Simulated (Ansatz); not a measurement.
Species: O₃, charge -1, multiplicity 2. 
Geometry from a B3LYP-D3(BJ)/def2-TZVP (Ansatz, a first-principles code) optimisation:
```xyz
3

O      1.1400    -0.2545     0.0205
O      0.0055     0.4794     0.0257
O     -1.1454    -0.2249    -0.0463
```
Charge -1, spin multiplicity 2.

Basis-set convergence of Hartree-Fock and CCSD correlation energies (hartree) with Ansatz. Correlated levels leave the core frozen unless marked. UHF or UKS for open shells. Spin-orbit coupling is left out. No relativistic terms. This anion needs diffuse functions, which these sets lack.

```csv
basis,functions,E(HF),"E(corr, CCSD)"
cc-pVDZ,42,-224.35232,-0.56643
cc-pVTZ,90,-224.43469,-0.71787
cc-pVQZ,165,?,?
```

### Question
What belongs in the gaps?

### Answer

- cc-pVQZ, E(HF): -224.45774
- cc-pVQZ, E(corr, CCSD): -0.77143
